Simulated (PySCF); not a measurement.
Some computed properties have been withheld. Give your best values.

Species: NH3.
Atom-mapped SMILES: `[NH3:1]` (hydrogens: H2, H3, H4 on N1)

| property | level | value |
| --- | --- | --- |
| point group of the GFN2-xTB geometry | GFN2-xTB | ? |
| rotational constants A, B, C of the GFN2-xTB geometry | GFN2-xTB | ? |
| dipole moment | B3LYP/3-21G | ? |
| HOMO energy | B3LYP/3-21G | ? |
| LUMO energy | B3LYP/3-21G | 3.08 eV |
| 1H chemical shifts (computed TMS as zero) by class | GIAO B3LYP/3-21G | -0.31 (H2/H3/H4) ppm |
| isotropic shieldings of nuclei other than C and H, by class | GIAO B3LYP/3-21G | ? |

Gas-phase values; electronic properties from PySCF, density fitting. Isolated species at its GFN2-xTB geometry, gas phase.

(1) Give the dipole moment.

(2) The rotational constants A, B, C of the GFN2-xTB geometry?

(3) The HOMO energy?

(4) The point group of the GFN2-xTB geometry?

(5) What are the isotropic shieldings of nuclei other than C and H, by class?

## Answers

(1) 2.03 D.

(2) 300.662, 300.485, 187.609 GHz.

(3) -5.86 eV.

(4) C3v.

(5) 265 (N1) ppm.

The rotational constants are those of an oblate symmetric top; the small spread among constants that symmetry makes equal is optimisation noise. The dipole equals about 6.8 × 10⁻³⁰ C·m (1 D = 3.33564 × 10⁻³⁰ C·m). With B = h/(8π²I), that is 505.379 GHz u Å² over I, the principal moments of inertia are 1.68, 1.68 and 2.69 u Å² (most abundant isotopes). A dipole of 2.03 D is allowed in C3v, and pure rotational transitions are dipole-allowed.
